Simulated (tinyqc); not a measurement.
Inside a calculation. Method: extended Hueckel theory, for N2-. The parameters take no account of the charge, which enters only through the electron count, and nothing here shows that the anion is bound. One step of it, computed by the program tinyqc.

Question. Wolfsberg-Helmholz matrix. H_ij = K' S_ij (H_ii + H_jj)/2 for i != j (the diagonal keeps H_ii), with K' = 2.

overlap S, lower triangle:
```
            1N 2s    1N 2px    1N 2py     1N 2pz     2N 2s    2N 2px    2N 2py    2N 2pz
1N 2s    1.000000
1N 2px   0.000000  1.000000
1N 2py   0.000000  0.000000  1.000000
1N 2pz   0.000000  0.000000  0.000000   1.000000
2N 2s    0.480144  0.000000  0.000000   0.457178  1.000000
2N 2px   0.000000  0.308435  0.000000   0.000000  0.000000  1.000000
2N 2py   0.000000  0.000000  0.308435   0.000000  0.000000  0.000000  1.000000
2N 2pz  -0.457178  0.000000  0.000000  -0.308354  0.000000  0.000000  0.000000  1.000000
```

diagonal H_ii (eV): 1N 2s -26.000000, 1N 2px -13.400000, 1N 2py -13.400000, 1N 2pz -13.400000, 2N 2s -26.000000, 2N 2px -13.400000, 2N 2py -13.400000, 2N 2pz -13.400000

K = 2.000000

Give: H.

Answer.

H (eV), lower triangle:
```
           1N 2s    1N 2px    1N 2py    1N 2pz     2N 2s    2N 2px    2N 2py    2N 2pz
1N 2s   -26.0000
1N 2px    0.0000  -13.4000
1N 2py    0.0000    0.0000  -13.4000
1N 2pz    0.0000    0.0000    0.0000  -13.4000
2N 2s   -24.9675    0.0000    0.0000  -18.0128  -26.0000
2N 2px    0.0000   -8.2660    0.0000    0.0000    0.0000  -13.4000
2N 2py    0.0000    0.0000   -8.2660    0.0000    0.0000    0.0000  -13.4000
2N 2pz   18.0128    0.0000    0.0000    8.2639    0.0000    0.0000    0.0000  -13.4000
```
